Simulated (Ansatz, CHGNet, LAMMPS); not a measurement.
# Wurtzite GaN, equilibrium volume per atom

Reference value: 11.42 Å³/atom (measured, 300 K, no zero-point or thermal correction; as tabulated in Wikipedia's data pages).

| level (code) | value (Å³/atom) |
|---|---|
| ionic model zapol1997 (shell model, LAMMPS) | 11.63 |
| CHGNet 0.3.0 (CHGNet) | (withheld) |
| LDA (Ansatz) | (withheld) |
| PBE (Ansatz) | 11.76 |
| PBE-D4 (Ansatz) | 11.40 |
| r²SCAN (Ansatz) | 11.37 |
| HSE06 (Ansatz) | 11.37 |

Fill in the missing entries.


- CHGNet 0.3.0 (CHGNet), value (Å³/atom): 11.67
- LDA (Ansatz, an electronic-structure program), value (Å³/atom): 11.05

Differences against the reference: ionic model zapol1997 +1.8 %, CHGNet 0.3.0 +2.2 %, LDA -3.2 %, PBE +3.0 %, PBE-D4 -0.2 %, r²SCAN -0.4 %, HSE06 -0.4 %.

Leaving aside ionic model zapol1997, which can be fitted to such values or carry a doubt: The reference is not for a static lattice or low temperature, so close values are not ranked against it.

The measured value isn't corrected to a static lattice, so vibrations enter the comparison. A static lattice is as a rule a little smaller than the measured one.  Cutoffs and k meshes differ between the levels. Ansatz's density-functional and Hartree–Fock values are scalar-relativistic unless marked +SOC, with PAW data made under PBE.

Empirical potentials (ionic model zapol1997) are fitted to chosen data, which need not cover the solid at hand: agreement can be built in, and what lay outside the fit can be far off. Machine-learned potentials (CHGNet 0.3.0) are trained on DFT data, which may include these solids.

Differences are worked out from the printed values.
